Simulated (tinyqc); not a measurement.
RKS/LDA (VWN5) in the sto-3g basis, for H2O, spin multiplicity 1, step by step. One step of it, computed by the program tinyqc.

Question. Iteration 2: diagonalisation and new density. Diagonalise F' = X^T F X, C = X C', fill 5 alpha and 5 beta electrons from the bottom; D = 2 C_occ C_occ^T. Each column has its largest component positive (the first on a tie).

Kohn-Sham matrix F (hartree), order 1O 1s, 1O 2s, 1O 2px, 1O 2py, 1O 2pz, 2H 1s, 3H 1s:
```
[[-17.098415, -4.495123, -0.000960, 0.000130, -0.010406, -0.533542, -0.599321],
 [-4.495123, -1.264024, -0.003903, 0.007023, -0.125207, -0.340529, -0.372765],
 [-0.000960, -0.003903, 0.573480, 0.000033, -0.000661, -0.000738, -0.000831],
 [0.000130, 0.007023, 0.000033, 0.473321, 0.003670, -0.125308, 0.133983],
 [-0.010406, -0.125207, -0.000661, 0.003670, 0.532779, -0.105244, -0.111689],
 [-0.533542, -0.340529, -0.000738, -0.125308, -0.105244, -0.214299, -0.095781],
 [-0.599321, -0.372765, -0.000831, 0.133983, -0.111689, -0.095781, -0.215536]]
```

X, order 1O 1s, 1O 2s, 1O 2px, 1O 2py, 1O 2pz, 2H 1s, 3H 1s:
```
[[1.023236, -0.133011, 0.000000, 0.000577, -0.004949, 0.016106, 0.017425],
 [-0.133011, 1.114336, 0.000000, -0.006185, 0.044493, -0.170991, -0.190854],
 [0.000000, 0.000000, 1.000000, 0.000000, 0.000000, 0.000000, 0.000000],
 [0.000577, -0.006185, 0.000000, 1.058069, -0.002687, -0.144531, 0.156396],
 [-0.004949, 0.044493, 0.000000, -0.002687, 1.021423, -0.083445, -0.091523],
 [0.016106, -0.170991, 0.000000, -0.144531, -0.083445, 1.080038, -0.037209],
 [0.017425, -0.190854, 0.000000, 0.156396, -0.091523, -0.037209, 1.094593]]
```

Give: F' = X^T F X; orbital energies; coefficients C; D after iteration 2.

Answer.

F' = X^T F X (hartree):
```
[[-16.7370, -2.5058, -0.0005, 0.0016, -0.0200, -0.0373, -0.0501],
 [-2.5058, -0.3341, -0.0040, -0.0033, -0.0473, -0.1847, -0.2072],
 [-0.0005, -0.0040, 0.5735, 0.0000, -0.0007, -0.0001, -0.0001],
 [0.0016, -0.0033, 0.0000, 0.6071, -0.0021, -0.2070, 0.2238],
 [-0.0200, -0.0473, -0.0007, -0.0021, 0.5823, -0.1269, -0.1388],
 [-0.0373, -0.1847, -0.0001, -0.2070, -0.1269, -0.0867, -0.0340],
 [-0.0501, -0.2072, -0.0001, 0.2238, -0.1388, -0.0340, -0.0632]]
```

orbital energies (hartree): [-17.1119, -0.3432, -0.1621, 0.2261, 0.5735, 0.6303, 0.7292]

coefficients C, order 1O 1s, 1O 2s, 1O 2px, 1O 2py, 1O 2pz, 2H 1s, 3H 1s:
```
[[0.9925, -0.1491, 0.0054, -0.2397, 0.0020, -0.0230, 0.0089],
 [0.0317, 0.4469, -0.0168, 1.0482, -0.0078, 0.1563, -0.0533],
 [0.0001, 0.0026, -0.0001, 0.0085, 0.9999, -0.0143, 0.0011],
 [-0.0002, -0.0069, 0.1914, 0.0273, 0.0000, 0.0971, 1.0574],
 [0.0025, 0.1199, -0.0027, -0.0858, 0.0151, 1.0145, -0.0974],
 [-0.0055, 0.4653, 0.7086, -0.5159, -0.0008, -0.3099, -0.3800],
 [-0.0061, 0.4779, -0.6580, -0.5545, -0.0008, -0.2552, 0.4849]]
```

D after iteration 2, order 1O 1s, 1O 2s, 1O 2px, 1O 2py, 1O 2pz, 2H 1s, 3H 1s:
```
[[2.1294, -0.5731, -0.0007, -0.0095, 0.0104, 0.1051, 0.1041],
 [-0.5731, 2.5997, 0.0046, 0.0447, -0.0727, -0.6898, -0.7137],
 [-0.0007, 0.0046, 1.9996, 0.0004, 0.0293, -0.0080, -0.0084],
 [-0.0095, 0.0447, 0.0004, 0.0749, -0.0074, 0.2367, -0.2888],
 [0.0104, -0.0727, 0.0293, -0.0074, 0.0439, 0.1962, 0.2132],
 [0.1051, -0.6898, -0.0080, 0.2367, 0.1962, 1.9696, 0.0844],
 [0.1041, -0.7137, -0.0084, -0.2888, 0.2132, 0.0844, 1.9377]]
```
